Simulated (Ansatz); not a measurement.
**Abstraction of H: C3H9N + SiH(CH3)Cl → C3H8N + SiH2(CH3)Cl**

Species: C3H9N (ethylmethylamine) `CCNC`, singlet; SiH(CH3)Cl, doublet; C3H8N `CC[N]C`, doublet; SiH2(CH3)Cl ((chlorosilyl)methane), singlet. A radical takes H: the energy is the difference in strength between the N–H bond broken and the Si–H bond made.

Shapes, held fixed at every level: PBE0-D4/def2-TZVP. Flexible molecules stand in one conformer, not always the lowest. Programs: Ansatz 0.2.0. The zero-point and thermal change to 298 K, harmonic and unscaled (PBE0-D4/def2-TZVP), is -14.4 kJ/mol.

```csv
level,kind,ΔH(298 K) (kJ/mol),less CCSD(T)/def2-SVP
MP2/def2-SVP,perturbation theory,+23.1,+18.8
MP2/def2-TZVPP,perturbation theory,+24.2,+19.9
SPW92/def2-TZVPP,LDA,+27.4,+23.1
PBE-D4/def2-TZVPP,GGA,+11.7,+7.4
PBE0-D4/def2-TZVPP,global hybrid,+6.9,+2.6
wB97X-V/def2-TZVPP,range-separated hybrid,-5.5,-9.8
CCSD(T)/def2-SVP,coupled cluster or CI,+4.3,0.0
```

The highest level, CCSD(T)/def2-SVP, gives ΔH(298 K) = +4.3 kJ/mol; the levels span -5.5 to +27.4. They disagree on the sign: 6 of 7 are positive. The column of differences is taken from that level and isn't an error. No measured value is set beside it here. Open shells run unrestricted.
